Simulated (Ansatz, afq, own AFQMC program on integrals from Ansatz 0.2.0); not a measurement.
AFQMC on a folder of integrals that Ansatz 0.2.0 wrote.

```yaml
crystal:
  periodic: [false, false, false]
  atoms:
    - {symbol: O, position_ang: [0.000000, 0.018907, 1.734073]}
    - {symbol: C, position_ang: [0.000000, 0.033770, 0.585578]}
    - {symbol: P, position_ang: [0.000000, -0.067026, -1.087444]}
    - {symbol: H, position_ang: [0.000000, 1.357174, -1.086472]}
basis:
  gaussian: {orbitals: cc-pVDZ}
magnetization: {spin_polarized: false}
correlation: {method: ccsd_t, electrons: outside_noble_gas, hamiltonian_folder: ham}
```

```sh
$ ansatz run in.yaml --threads 1 --pin off --events-out ev --progress --plain --max-ram 1843MiB
```

afq runs on the folder ham with

```
--method phaseless --trial hf --walkers 120 --populations 1 --least-time 40 --time-step 0.005 --steps-per-block 20 --equilibration-blocks 112 --max-blocks 600 --target-error 0.00144 --factor-cut 1e-05 --seed 8880 --taylor-order 6
```

Times are imaginary, in 1/Eh. The walk had a cap of 1104 s.

Log:

```
orbitals 44  electrons 8 8  factors 346 of 497
reference energy -454.02891904 Eh
CCSD correlation -0.43829413 Eh in 11 cycles, weight of the determinant in the CISD state 0.8337
energy of the start -454.028919 Eh
 block  time / (1/Eh)  mean weight  energy / Eh
     1     0.100  1.0039  -454.147622
     2     0.200  1.0028  -454.221821
     3     0.300  1.0049  -454.304174
     4     0.400  1.0012  -454.345778
     5     0.500  0.9998  -454.345569
     7     0.700  1.0001  -454.396956
     9     0.900  0.9994  -454.418561
    18     1.800  0.9985  -454.399262
    52     5.200  0.9991  -454.464089
    86     8.600  1.0023  -454.470924
   120    12.000  1.0008  -454.607588
   154    15.400  1.0020  -454.513177
   188    18.800  1.0019  -454.509616
   222    22.200  0.9997  -454.483806
   256    25.600  1.0006  -454.516918
   290    29.000  0.9996  -454.556177
   324    32.400  1.0011  -454.543617
   358    35.800  0.9977  -454.508870
   392    39.200  1.0004  -454.532344
   426    42.600  1.0016  -454.515625
   460    46.000  1.0003  -454.542969
   494    49.400  1.0030  -454.542914
   528    52.800  0.9984  -454.509037
   545    54.500  0.9972  -454.418072
   562    56.200  1.0003  -454.515482
   596    59.600  1.0006  -454.498618
   630    63.000  1.0028  -454.556452
   664    66.400  0.9999  -454.511319
   698    69.800  0.9970  -454.463314
blocks merged  error / Eh  count
     1  0.001634  600
     2  0.002163  300
     4  0.002704  150
     8  0.003336  75
    16  0.003808  37
    32  0.004068  18
    64  0.004178  9
energy -454.499263 +/- 0.004068 Eh
(rows thinned)
```

The run passed its tests (sampling time, drift between the halves within three errors, error under three times the target), which doesn't prove that it has relaxed.

Against this walk (error 110.7 meV) on the same determinant: CCSD(T) 347.3 meV higher, CCSDT(Q) 270.2 meV higher, a separate phaseless walk with a CISD trial and standard settings 294.4 ± 115.0 meV higher. The error is statistical and leaves out the bias of the constraint.

Cautions: constraint bias not in the error; error above the target (110.7 against 39.2 meV).

The walk took 3.7 min on 1 thread of Arm Neoverse V1 (shared host). The log's last line is the phaseless energy.

CCSDT and higher add their correlation energy to the determinant of the CCSD(T) run, since their own runs factorise the integrals more tightly (a shift of under 2 meV). A walk keeps the symmetry of its determinant, which the program's search chose and which needn't be the lowest solution, so a lower state of the same spin and another symmetry isn't excluded.
